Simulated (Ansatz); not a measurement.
Input file:

```yaml
crystal:
  periodic: [false, false, false]
  atoms:
    - {symbol: Al, position_ang: [0.000000, 0.000000, 0.000000]}
    - {symbol: N, position_ang: [0.000000, 0.000000, 1.668087]}
basis:
  gaussian: {orbitals: cc-pVDZ, occupation: {up: {"A1": 6, "B1": 2, "B2": 2}, down: {"A1": 6, "B1": 1, "B2": 2}}}
total_charge: 1
magnetization: {spin_polarized: false, initial_magnetization: 1}
correlation: {method: fci, electrons: outside_noble_gas}
```

```sh
$ ansatz run in.yaml --threads 1 --pin off --events-out ev --progress --plain --max-ram 2393MiB
```

Output:

```
574 factors; integrals over basis functions are off by at most 8.7e-8 eV
mean field evaluation 1: about -8040.8060 eV, gradient 5.6e1 eV
mean field evaluation 2: about -8051.1178 eV, gradient 6.7e0 eV
mean field evaluation 4: about -8051.5273 eV, gradient 7.7e-3 eV
mean field evaluation 8: about -8051.5304 eV, gradient 7.7e-7 eV
mean field -8051.53044226 eV, -295.8882862296 hartree, gradient 7.3e-7 eV, S^2 0.750000; 0 other end points of the search recorded, 0 dependent functions left out
mean field evaluation 16: about -8051.7333 eV, gradient 2.8e0 eV
mean field evaluation 32: about -8053.7805 eV, gradient 1.9e0 eV
unrestricted determinant -8053.86114846 eV, -295.9739381029 hartree, S^2 1.7622
6 core orbitals not correlated: weight in the atoms' cores, before any rotation towards them, 1.000 or more for the frozen orbitals, at most 0.000 for the correlated occupied ones
reference -8051.53044226 eV, -295.8882862296 hartree; 4, 3 occupied and 22, 23 virtual orbitals, 574 factors
state -8057.87550495 eV, -296.1214629826 hartree
Total energy: -8057.87550495 eV, -296.1214629826 hartree
```

Natural occupations: 1.9673 1.9017 1.6800 0.9825 0.3017 0.0793 0.0236 0.0169 0.0072 0.0060 0.0052 0.0050 0.0049 0.0046 0.0045 0.0029 0.0016 0.0014 0.0010 0.0009 0.0005 0.0004 0.0004 0.0002.

Ran on 1 thread of Arm Neoverse V1, shared host: 49 s wall, 0.94 GiB peak host memory.
